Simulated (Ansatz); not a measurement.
# C₆H₆: one species, many methods

One table from this session's results is given with a row withheld; the runs are named, their logs left out.

The runs use Ansatz 0.2.0, Gaussian basis; functionals in def2-TZVPP, the program's frozen cores in correlated methods.

Levels to be run: LDA (SPW92), PBE-D4, revPBE-D4, BLYP-D4, r2SCAN-D4, B97M-V, PBE0-D4, B3LYP-D4, r2SCANh-D4, r2SCAN0-D4, HSE06-D4, BHLYP-D4, CAM-B3LYP-D4, LC-ωPBE, ωB97X-V, ωB97M-V, B2PLYP, PBE-QIDH; CCSD(T)/def2-SVP; CCSD(T)/def2-TZVPP; MP2/def2-QZVPP; extrapolation to the limit; RPA on PBE.

## Structure used throughout

All runs share one geometry, relaxed beforehand with PBE0-D4 in a triple-zeta def2 set.

SMILES `C12C3C1C1C2C31`, 12 atoms, charge 0, spin multiplicity 1.

Atoms are counted from 1 here; the program's logs count them from 0.

Bond lengths: C1–C2 1.512 Å, C1–C3 1.512 Å, C1–C5 1.547 Å, C1–H7 1.081 Å, C2–C3 1.512 Å, C2–C6 1.547 Å, C2–H8 1.081 Å, C3–C4 1.547 Å, C3–H9 1.081 Å, C4–C5 1.512 Å, C4–C6 1.512 Å, C4–H10 1.081 Å, C5–C6 1.512 Å, C5–H11 1.081 Å, C6–H12 1.081 Å. Angles: C2–C1–C3 60.0°, C2–C1–C5 90.0°, C2–C1–H7 129.4°, C3–C1–C5 90.0°, C3–C1–H7 129.4°, C5–C1–H7 132.8°, C1–C2–C3 60.0°, C1–C2–C6 90.0°, C1–C2–H8 129.4°, C3–C2–C6 90.0°, C3–C2–H8 129.4°, C6–C2–H8 132.8°, C1–C3–C2 60.0°, C1–C3–C4 90.0°, C1–C3–H9 129.4°, C2–C3–C4 90.0°, C2–C3–H9 129.4°, C4–C3–H9 132.8° and more.

The first run:

in.yaml

```yaml
crystal:
  periodic: [false, false, false]
  atoms:
    - {symbol: C, position_ang: [-0.834175, -0.779334, -0.228605]}
    - {symbol: C, position_ang: [0.569451, -0.663472, -0.777682]}
    - {symbol: C, position_ang: [0.352103, -0.870247, 0.703897]}
    - {symbol: C, position_ang: [0.306636, 0.662584, 0.911165]}
    - {symbol: C, position_ang: [-0.879613, 0.753510, -0.021375]}
    - {symbol: C, position_ang: [0.524030, 0.869359, -0.570406]}
    - {symbol: H, position_ang: [-1.597188, -1.514530, -0.443157]}
    - {symbol: H, position_ang: [1.082095, -1.293386, -1.491221]}
    - {symbol: H, position_ang: [0.667226, -1.688075, 1.336816]}
    - {symbol: H, position_ang: [0.578547, 1.300057, 1.740878]}
    - {symbol: H, position_ang: [-1.685764, 1.473607, -0.039136]}
    - {symbol: H, position_ang: [0.993551, 1.694727, -1.087175]}
basis:
  gaussian: {orbitals: def2-TZVPP}
hamiltonian: {xc: lda}
output: {orbitals: {seedname: orbitals}}
```

Steps of the session up to this table: LDA; PBE-D4 (GGA); revPBE-D4 (GGA); BLYP-D4 (GGA); r2SCAN-D4 (meta-GGA); B97M-V (meta-GGA); PBE0-D4 (hybrid); B3LYP-D4 (hybrid); r2SCANh-D4 (hybrid); r2SCAN0-D4 (hybrid); HSE06-D4 (hybrid); BHLYP-D4 (hybrid); CAM-B3LYP-D4 (range-separated); LC-ωPBE-D4 (range-separated; the results give it without D4); ωB97X-V (range-separated); ωB97M-V (range-separated); B2PLYP (double hybrid); PBE-QIDH (double hybrid).

One table of the session follows, with a row left open; its other results are not shown here.

It belongs to the step «Frontier levels by functional». 

| functional | HOMO (eV) | LUMO (eV) | gap (eV) |
| --- | --- | --- | --- |
| LDA (SPW92) | -5.49 | 0.55 | 6.04 |
| PBE-D4 | -5.34 | 0.77 | 6.11 |
| revPBE-D4 | -5.28 | 0.87 | 6.15 |
| BLYP-D4 | -5.21 | 0.87 | 6.08 |
| r2SCAN-D4 | -5.49 | 1.20 | 6.69 |
| B97M-V | -5.57 | 1.07 | 6.64 |
| PBE0-D4 | -6.54 | 1.74 | 8.28 |
| B3LYP-D4 | -6.34 | 1.46 | 7.80 |
| r2SCANh-D4 | -5.95 | 1.54 | 7.49 |
| r2SCAN0-D4 | -6.64 | 2.02 | 8.66 |
| HSE06-D4 | -6.14 | 1.35 | 7.49 |
| BHLYP-D4 | -7.65 | 2.53 | 10.18 |
| CAM-B3LYP-D4 | ? | ? | ? |
| LC-ωPBE | -9.28 | 3.95 | 13.23 |
| ωB97X-V | -8.90 | 3.79 | 12.69 |
| ωB97M-V | -8.80 | 3.37 | 12.18 |

**Question.** Estimate the row for CAM-B3LYP-D4.

The run gave: HOMO (eV): -7.92; LUMO (eV): 2.68; gap (eV): 10.60. In the column «HOMO (eV)» it lies between ωB97M-V (-8.80) and BHLYP-D4 (-7.65).
